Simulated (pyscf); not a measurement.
F–Bi(F)–F (SMILES [F][Bi]([F])[F]) + SiH₄ (SMILES [SiH4]) -> F–BiH–F (SMILES [F][BiH][F]) + F–SiH₃ (SMILES F[SiH3]), a four-centre exchange (singlet surface; Bi–F, H–Si broken, Bi–H, F–Si formed). PySCF, gas phase, ωB97X-D3(BJ)/def2-SVP geometries. Energies in kJ/mol from the separated reactants.

AM1 to PM7: differences of heats of formation from MOPAC, which are fitted to 298 K values and so differ in kind from electronic energies by zero-point and thermal terms. 

In single points PM3 puts the saddle at 122.3 kJ/mol and the reaction energy at -230.6 kJ/mol. Should these be trusted to within a few kcal/mol? Compare with ωB97M-D3(BJ)/def2-TZVP.

ωB97M-D3(BJ)/def2-TZVP gives ΔE‡ = 72.4 kJ/mol and ΔE = -40.3 kJ/mol. PM3 lies 49.9 kJ/mol over it in the barrier and 190.3 kJ/mol under it in the reaction energy, so on this step it does not hold to within 12.6 kJ/mol. ωB97M-D3(BJ)/def2-TZVP has limits of its own. On the product side the descent ends in a bound adduct, 35.9 kJ/mol under the separated species and 129.7 kJ/mol under the saddle at ωB97X-D3(BJ)/def2-TZVP. At ωB97X-D3(BJ)/def2-TZVP the barrier from the zero used here is 59.7 kJ/mol. One saddle was located; it need not be the lowest between these sides. In the def2 sets elements past Kr carry core potentials, without spin-orbit coupling.
